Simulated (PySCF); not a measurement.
Input of a run (PBE0-D3(BJ)/def2-SVP geometry optimisation, gas phase (PySCF 2.14.0)), started from GFN2-xTB:
```
{"job": {"xc": "PBE0", "basis": "def2-SVP", "d3": "d3bj", "grid": 1, "shake": 0.01, "kind": "geom"}, "charge": 0, "multiplicity": 1}
O      0.609000    -0.250150     1.626000
P      0.003350    -0.110460     0.288810
O     -0.561750     1.346840    -0.097240
O      1.069240    -0.429280    -0.904620
O     -1.234330    -1.035940    -0.035580
H     -0.165500     1.998400     0.501980
H      1.884750    -0.684860    -0.521350
H     -1.549640    -0.853690    -0.910470
```

Output (energies in Eh, forces in Eh/bohr):
```
step   0  E = -643.36671092  max force = 0.037566
step   1  E = -643.36866611  max force = 0.012811
step   2  E = -643.36904976  max force = 0.003214
step   3  E = -643.36908806  max force = 0.000870
step   4  E = -643.36909496  max force = 0.000355
optimisation converged
```

Question: Summarise the run.

Answer: The energy falls by 6.3 kJ/mol over 5 energy and gradient evaluations, the largest force component goes from 0.0376 to 3.6e-04 Eh/bohr, and the atoms move by 0.089 Å rms after alignment. The bond that changes most is O4–H7 (hydroxyl oxygen to hydroxyl hydrogen), which lengthens by 0.029 Å. Bonds longer at the end by more than 0.005 Å: 3 of 7; shorter: 1. Among the angles that change most is P2–O5–H8, from 109.7° to 113.5°. Among the dihedrals that turn most is O4–P2–O3–H6, from -105° to -127°. The energy never rose by more than 1e-6 Eh on the way. The first step brought 82 % of the lowering.

Question: What are the final bond lengths?

Answer: O1=P2 1.471 Å, P2–O3 1.613 Å, P2–O4 1.611 Å, P2–O5 1.600 Å, O3–H6 0.966 Å, O4–H7 0.965 Å, O5–H8 0.965 Å. Numbering counts from 1 in the input's order; the species is `O=P(O)(O)O`.

The run used 89 basis functions and 35 SCF cycles in all. Time: 13 s wall; peak memory 0.39 GiB. Hardware: one thread of an Arm Neoverse V1, on a shared host.

PBE0-D3(BJ)/def2-SVP frequencies: not computed here. The numbers are those of one conformer.
